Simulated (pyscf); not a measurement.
Structures and frequencies: ωB97X-D3(BJ)/def2-SVP in PySCF.

How much does it cost (ΔH, 298 K, ωB97M-D3(BJ)/def2-TZVP) to split H₂N–Ti(Br)(Br)–Br at its N–Ti bond into NH₂• + [Br–Ti(Br)–Br]•?

N–Ti to NH₂• + [Br–Ti(Br)–Br]•: 72.0 kcal/mol. The 7 functionals that were run give +67.7 (M06-2X) to +84.6 kcal/mol (PBE). The radicals are drawn with the spin at the cut bond; how far it spreads was not checked. Open-shell species with a d-block atom are single-reference here; other states, and whether the spin sits on metal or ligand, were not checked. Elements up to Kr have no core potential and no relativistic terms here.
